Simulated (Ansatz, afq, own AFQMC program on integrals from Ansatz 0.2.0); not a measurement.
Two steps: Ansatz 0.2.0 writes the Fock matrix and Cholesky factors of the valence space, and afq projects on them the lowest state that overlaps trial and start.

```yaml
crystal:
  periodic: [false, false, false]
  atoms:
    - {symbol: C, position_ang: [-1.130984, 1.589688, 0.277063]}
    - {symbol: C, position_ang: [-0.152133, 0.429852, 0.341283]}
    - {symbol: O, position_ang: [-0.123753, -0.387829, -0.733841]}
    - {symbol: H, position_ang: [-2.155661, 1.219668, 0.122926]}
    - {symbol: H, position_ang: [-1.110629, 2.179591, 1.206556]}
    - {symbol: H, position_ang: [-0.883076, 2.258592, -0.560876]}
    - {symbol: H, position_ang: [-0.349935, -0.217056, 1.230812]}
    - {symbol: H, position_ang: [0.889171, 0.779594, 0.541578]}
basis:
  gaussian: {orbitals: def2-TZVP}
magnetization: {spin_polarized: true, initial_magnetization: 1}
correlation: {method: ccsd_t, electrons: outside_noble_gas, hamiltonian_folder: ham}
```

```sh
$ ansatz run in.yaml --threads 1 --pin off --events-out ev --progress --plain --max-ram 15360MiB --backend cuda --devices 0, --max-vram 18GiB
```

Options of the walk:

```
--method phaseless --trial hf --walkers 800 --populations 10 --least-time 40 --time-step 0.005 --steps-per-block 20 --equilibration-blocks 112 --max-blocks 4000 --target-error 0.00078 --factor-cut 1e-05 --start spin_pure --seed 7365 --taylor-order 6
```

Times are imaginary, in 1/Eh. The walk had a cap of 144 s. With eight or more populations the least sampling time is a fifth of least-time, and the error comes from their spread.

Log:

```
orbitals 120  electrons 10 9  factors 851 of 851
reference energy -153.52142387 Eh
CCSD correlation -0.56809149 Eh in 19 cycles, weight of the determinant in the CISD state 0.8369
energy of the start -153.521728 Eh
 block  time / (1/Eh)  mean weight  energy / Eh
     1     0.100  1.0029  -153.711778
     2     0.200  1.0042  -153.835443
     3     0.300  1.0049  -153.908418
     4     0.400  1.0058  -153.959820
     5     0.500  1.0047  -153.995348
     7     0.700  1.0021  -154.026771
     9     0.900  0.9998  -154.051538
    22     2.200  1.0015  -154.097667
    64     6.400  0.9991  -154.110902
   106    10.600  0.9990  -154.101470
   148    14.800  1.0004  -154.089392
   190    19.000  1.0004  -154.125394
   232    23.200  0.9995  -154.107451
   274    27.400  0.9985  -154.124266
   316    31.600  1.0004  -154.105059
   358    35.800  1.0017  -154.117738
   400    40.000  1.0003  -154.100677
   442    44.200  1.0004  -154.102222
   484    48.400  1.0001  -154.099771
   505    50.500  1.0008  -154.137637
   526    52.600  0.9987  -154.109345
   568    56.800  1.0012  -154.123553
   610    61.000  1.0002  -154.122126
   652    65.200  0.9994  -154.134655
   694    69.400  0.9990  -154.125893
   736    73.600  1.0000  -154.097129
   778    77.800  1.0005  -154.099764
   820    82.000  1.0005  -154.110012
   841    84.100  1.0016  -154.097337
error from the spread of 10 populations
energy -154.111713 +/- 0.001166 Eh
(rows thinned)
```

The run passed its tests (sampling time, drift between the halves within three errors, error under three times the target), which doesn't prove that it has relaxed, ending at its cap on processor time.

Against this walk (error 31.7 meV) on the same determinant: CCSD(T) 75.0 meV higher, the released energy of a separate walk with a CISD trial 23.2 ± 33.7 meV higher (within the noise), a separate phaseless walk with a CISD trial and standard settings 48.8 ± 32.8 meV higher (within the noise). The error is statistical and leaves out the bias of the constraint.

Cautions: constraint bias not in the error; error above the target (31.7 against 21.2 meV).

The walk took 2.4 min on 1 × NVIDIA H100 80GB HBM3 with 2 threads of AMD EPYC 7R13 Processor (Zen 3) (shared host) (the card was shared). The log's last line is the phaseless energy.
